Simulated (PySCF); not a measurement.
Vibration and rotation of LiH⁺

UHF-CCSD(T) constants of LiH⁺, ²Σ⁺ (doublet), unpaired electrons σ ↑ (PySCF, no relativity, basis sets Li cc-pVTZ, H cc-pVTZ; masses 7.0160 and 1.0078 u):

- ωe: 445.7 cm⁻¹
- ωexe: 43.9 cm⁻¹
- Be: 3.9725 cm⁻¹
- αe: 0.473 cm⁻¹
- De to Li⁺ + H: 0.134 eV

Problem. What force constant and bond length do these constants imply?

Solution. Reduced mass μred = 0.88124 u; k = 5.8918×10⁻⁷·μred·ωe² (u, cm⁻¹, mdyn/Å) = 0.103 mdyn/Å; Re = √(16.8576/(μred·Be)) (u, cm⁻¹, Å) = 2.194 Å.

Problem. Estimate the centrifugal constant D from the Kratzer relation and find the Dunham coefficient a1.

Solution. D = 4Be³/ωe² = 0.00126 cm⁻¹; a1 = −1 − αeωe/(6Be²) = -3.23.

Correlated steps freeze no core orbitals. The bond is weak. Basis-set superposition, not corrected here, can be much of De in a small basis, most of all at correlated wavefunction levels. For an ion De counts to the pair picked by the measured ionisation energies or electron affinities, which need not be the lowest pair at this level. The state is the lowest determinant that a PBE0 search found; another state may lie lower at other levels.
